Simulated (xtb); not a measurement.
xtb single point, GFN2-xTB, GBSA implicit dichloromethane, on butadiene, C4H6 (SMILES C=CC=C), charge 0, multiplicity 1.

```
xtb m.xyz --gfn 2 --chrg 0 --uhf 0 --norestart --sp --gbsa ch2cl2

10

C     -1.830062    -0.070090     0.000100
C     -0.593069     0.414371    -0.000429
C      0.592941    -0.414371    -0.000490
C      1.829814     0.070408     0.000028
H     -2.019761    -1.131289     0.000604
H     -2.695476     0.570080     0.000120
H     -0.425931     1.483954    -0.000531
H      0.425878    -1.483954    -0.000604
H      2.695476    -0.569409     0.000236
H      2.019027     1.131694     0.000548
```

It prints:

```

          ...................................................
          :                      SETUP                      :
          :.................................................:
          :  # basis functions                  22          :
          :  # atomic orbitals                  22          :
          :  # shells                           14          :
          :  # electrons                        22          :
          :  max. iterations                   250          :
          :  Hamiltonian                  GFN2-xTB          :
          :  restarted?                      false          :
          :  GBSA solvation                   true          :
          :  PC potential                    false          :
          :  electronic temp.          300.0000000     K    :
          :  accuracy                    1.0000000          :
          :  -> integral cutoff          0.2500000E+02      :
          :  -> integral neglect         0.1000000E-07      :
          :  -> SCF convergence          0.1000000E-05 Eh   :
          :  -> wf. convergence          0.1000000E-03 e    :
          :  Broyden damping             0.4000000          :
          :  net charge                          0          :
          :  unpaired electrons                  0          :
          ...................................................

 iter      E             dE          RMSdq      gap      omega  full diag
   1    -11.7746086 -0.117746E+02  0.506E+00    3.81       0.0  T
   2    -11.7890187 -0.144101E-01  0.303E+00    3.80       1.0  T
   3    -11.7894613 -0.442673E-03  0.606E-01    3.79       1.0  T
   4    -11.7895258 -0.645044E-04  0.292E-01    3.78       1.0  T
   5    -11.7901496 -0.623725E-03  0.509E-02    3.78       1.0  T
   6    -11.7901496 -0.770712E-07  0.566E-03    3.78       5.6  T
   7    -11.7901497 -0.101773E-06  0.161E-03    3.78      19.7  T
   8    -11.7901497 -0.309909E-08  0.460E-04    3.78      68.7  T
   9    -11.7901497 -0.137326E-08  0.620E-05    3.78     510.4  T

   *** convergence criteria satisfied after 9 iterations ***

         #    Occupation            Energy/Eh            Energy/eV
      -------------------------------------------------------------
         1        2.0000           -0.6250613             -17.0088
       ...           ...                  ...                  ...
         5        2.0000           -0.5008267             -13.6282
         6        2.0000           -0.5001400             -13.6095
         7        2.0000           -0.4534965             -12.3403
         8        2.0000           -0.4511140             -12.2754
         9        2.0000           -0.4498994             -12.2424
        10        2.0000           -0.4258897             -11.5890
        11        2.0000           -0.3873296             -10.5398 (HOMO)
        12                         -0.2482863              -6.7562 (LUMO)
        13                         -0.1422142              -3.8698
        14                          0.1155507               3.1443
        15                          0.1267137               3.4481
        16                          0.1741171               4.7380
       ...                                ...                  ...
        22                          0.6747368              18.3605
      -------------------------------------------------------------
                  HL-Gap            0.1390433 Eh            3.7836 eV
             Fermi-level           -0.3178079 Eh           -8.6480 eV


         :::::::::::::::::::::::::::::::::::::::::::::::::::::
         ::                     SUMMARY                     ::
         :::::::::::::::::::::::::::::::::::::::::::::::::::::
         :: total energy             -11.557784116168 Eh    ::
         :: total w/o Gsasa/hb       -11.552788145500 Eh    ::
         :: gradient norm              0.000828564287 Eh/a0 ::
         :: HOMO-LUMO gap              3.783559973144 eV    ::
         ::.................................................::
         :: SCC energy               -11.790149901443 Eh    ::
         :: -> isotropic ES            0.001717708696 Eh    ::
         :: -> anisotropic ES          0.002601893571 Eh    ::
         :: -> anisotropic XC          0.011784525117 Eh    ::
         :: -> dispersion             -0.004403831123 Eh    ::
         :: -> Gsolv                  -0.005084975402 Eh    ::
         ::    -> Gelec               -0.000089004735 Eh    ::
         ::    -> Gsasa               -0.009436799841 Eh    ::
         ::    -> Ghb                  0.000000000000 Eh    ::
         ::    -> Gshift               0.004440829173 Eh    ::
         :: repulsion energy           0.232365785275 Eh    ::
         :: add. restraining           0.000000000000 Eh    ::
         :: total charge              -0.000000000000 e     ::
         :::::::::::::::::::::::::::::::::::::::::::::::::::::

           -------------------------------------------------
[... lines cut ...]
        13                         -0.1422142              -3.8698
        14                          0.1155507               3.1443
        15                          0.1267137               3.4481
        16                          0.1741171               4.7380
        17                          0.2004786               5.4553
        18                          0.2116813               5.7601
        19                          0.3719336              10.1208
        20                          0.4486584              12.2086
        21                          0.5520616              15.0224
        22                          0.6747368              18.3605
      -------------------------------------------------------------
                  HL-Gap            0.1390433 Eh            3.7836 eV
             Fermi-level           -0.3178079 Eh           -8.6480 eV

     #   Z          covCN         q      C6AA      α(0)
     1   6 C        2.841    -0.087    30.172     9.002
     2   6 C        2.894    -0.027    28.680     8.780
     3   6 C        2.894    -0.027    28.680     8.780
     4   6 C        2.841    -0.087    30.172     9.002
     5   1 H        0.926     0.040     2.446     2.446
     6   1 H        0.926     0.037     2.488     2.466
     7   1 H        0.925     0.037     2.490     2.468
     8   1 H        0.925     0.037     2.490     2.467
     9   1 H        0.926     0.037     2.487     2.466
    10   1 H        0.926     0.040     2.446     2.446

 Mol. C6AA /au·bohr⁶  :        968.828576
 Mol. C8AA /au·bohr⁸  :      22339.111088
 Mol. α(0) /au        :         50.323991

Wiberg/Mayer (AO) data.
largest (>0.10) Wiberg bond orders for each atom

 ---------------------------------------------------------------------------
     #   Z sym  total        # sym  WBO       # sym  WBO       # sym  WBO
 ---------------------------------------------------------------------------
     1   6 C    3.992 --     2 C    1.888     6 H    0.979     5 H    0.976
                             4 C    0.145
     2   6 C    3.992 --     1 C    1.888     3 C    1.118     7 H    0.964
     3   6 C    3.992 --     4 C    1.888     2 C    1.118     8 H    0.964
     4   6 C    3.992 --     3 C    1.888     9 H    0.979    10 H    0.976
                             1 C    0.145
     5   1 H    0.998 --     1 C    0.976
     6   1 H    0.998 --     1 C    0.979
     7   1 H    0.999 --     2 C    0.964
     8   1 H    0.999 --     3 C    0.964
     9   1 H    0.998 --     4 C    0.979
    10   1 H    0.998 --     4 C    0.976
 ---------------------------------------------------------------------------


molecular dipole:
                 x           y           z       tot (Debye)
 q only:        0.000       0.000       0.000
   full:        0.000       0.000       0.000       0.000
molecular quadrupole (traceless):
                xx          xy          yy          xz          yz          zz
 q only:        0.495       0.075       0.501       0.000      -0.000      -0.996
  q+dip:        1.912       0.447       2.220       0.000      -0.000      -4.131
   full:        0.856       0.159       1.311       0.000      -0.000      -2.167

           -------------------------------------------------
          | TOTAL ENERGY              -11.557784116168 Eh   |
          | GRADIENT NORM               0.000828564287 Eh/α |
          | HOMO-LUMO GAP               3.783559973144 eV   |
           -------------------------------------------------
```

The total energy is -314.50 eV, -0.14 eV from the same level's vacuum run.
